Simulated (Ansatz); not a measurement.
Results of PBE in Ansatz (plane waves, PAW) for hcp Tc.

Settings: plane-wave cutoff 520 eV, 16×16×10 k mesh (along the axes of the cell as run), Fermi–Dirac smearing 0.1 eV, perturbation theory, force constants from a 4×4×2 q mesh, no spin polarisation, scalar-relativistic PAW data made under PBE.

Computed at the level's own relaxed cell.

Harmonic phonon frequencies (cm⁻¹; i marks an imaginary mode):

| q point | frequencies |
|---|---|
| Γ | (withheld) |
| A | 98 98 98 98 203 203 |

Task: What belongs in the gaps?

Result: 
- Γ, frequencies: 0 0 0 75 134 134

No imaginary mode appears at these points.

Ansatz is a quantum-chemistry and plane-wave program.
